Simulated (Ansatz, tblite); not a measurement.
**CuBr2: removing and adding an electron**

An exercise on one series of results from a longer session: the logs are not shown, and one member is left open.

Computed with Ansatz 0.2.0, Gaussian basis. Level: as each input shows.

The runs, in order: charge +1 triplet, at the geometry of the doublet (PBE0-D4/def2-TZVP, PBE-D4/def2-TZVP, r2SCAN-D4/def2-TZVP, CCSD(T)/def2-TZVP); charge +1 triplet, relaxed (PBE-D4/def2-TZVP); charge -1 singlet, at the geometry of the doublet (PBE0-D4/def2-TZVPD, PBE-D4/def2-TZVPD, r2SCAN-D4/def2-TZVPD); charge +1 singlet, at the geometry of the doublet (PBE0-D4/def2-TZVP, PBE-D4/def2-TZVP, r2SCAN-D4/def2-TZVP); charge -1 triplet, at the geometry of the doublet (PBE0-D4/def2-TZVPD, PBE-D4/def2-TZVPD, r2SCAN-D4/def2-TZVPD); the starting doublet's energies come from earlier runs.

3 further runs of the same task are left out: 3 that didn't finish.

**The relaxed structure**

The doublet was relaxed beforehand with PBE-D4/def2-TZVP.

3 atoms, charge 0, spin multiplicity 2.

Atoms are counted from 1 here; the program's logs count them from 0.

Bond lengths: Cu1–Br2 2.219 Å, Cu1–Br3 2.219 Å. Angles: Br2–Cu1–Br3 180.0°.

Formally the metal is d9. No spin-orbit coupling is included.

The first run:

Contents of in.yaml:

```yaml
crystal:
  periodic: [false, false, false]
  atoms:
    - {symbol: Cu, position_ang: [0.000005, 0.000008, 0.000001]}
    - {symbol: Br, position_ang: [-0.015555, -0.019559, 2.218436]}
    - {symbol: Br, position_ang: [0.015550, 0.019561, -2.218437]}
basis:
  gaussian: {orbitals: def2-SVP}
total_charge: 1
magnetization: {spin_polarized: true, initial_magnetization: 2}
hamiltonian: {xc: pbe0, dispersion: d4}
output: {orbitals: {seedname: orbitals}}
```

On the command line:

```console
ansatz run in.yaml --threads 4 --pin off --events-out ev --progress --plain --max-ram 3916MiB
```

Steps of the session up to this table: Charge +1 triplet at the fixed geometry, first pass, PBE0-D4/def2-SVP; Charge +1 triplet at the fixed geometry, PBE0-D4/def2-TZVP; Charge +1 triplet at the fixed geometry, PBE-D4/def2-TZVP; Charge +1 triplet at the fixed geometry, r2SCAN-D4/def2-TZVP; Charge +1 triplet at the fixed geometry, CCSD(T)/def2-TZVP.

One table of the session follows, with a row left open; its other results are not shown here.

It belongs to the step «Vertical ionisation energy». 

```
             method  vertical ionisation energy (eV)
       HF/def2-TZVP                            10.51
   PBE-D4/def2-TZVP                             9.76
r2SCAN-D4/def2-TZVP                             9.99
  PBE0-D4/def2-TZVP                            10.18
      MP2/def2-TZVP                                ?
     CCSD/def2-TZVP                            10.03
  CCSD(T)/def2-TZVP                             9.90
```

**Question.** Estimate the row for MP2/def2-TZVP.

The run gave: vertical ionisation energy (eV): 9.14. In the column «vertical ionisation energy (eV)» it is the lowest.
